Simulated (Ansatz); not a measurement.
**Cu, pressure series**

The reference is Cu in the fcc (Cu type) structure (space group Fm-3m, No. 225; a = 3.6297 Å).

Cell and atoms are relaxed at each pressure.

Level of theory: Ansatz (a first-principles code), PBE, PAW, cutoff 420 eV, no SOC.

```
pressure (GPa)  volume per atom (Å³/atom)
--------------  -------------------------
-2                                 12.132
-1                                 12.042
0                                  11.955
0.9                                11.879
4.5                                11.605
9                                  11.311
15                                      ?
22.5                               10.621
30                                 10.322
```

Problem. Fit the third-order Birch–Murnaghan form P(V) = (3B₀/2)[(V₀/V)^(7/3) − (V₀/V)^(5/3)]·[1 + (3/4)(B₀′ − 4)((V₀/V)^(2/3) − 1)] (squares taken in P) to the rows shown and predict the withheld row.

Solution. Least squares on the printed values gives V₀ = 11.955 Å³/atom, B₀ = 141 GPa, B₀′ = 5.0; this predicts 10.974 Å³/atom, and the run gives 10.974 Å³/atom, in agreement.

Measured bulk modulus of Cu: 144.3 GPa (static lattice; corrected from measurement; as listed in Daniel Mejia-Rodriguez, S. B. Trickey, Phys. Rev. B (2018)); the computed value is 2 % below it.

Load acts through the strain it causes; cell and atoms are relaxed under it. No phonon test of stability was made. Competing high-pressure phases were not computed. All final runs are without spin polarisation.
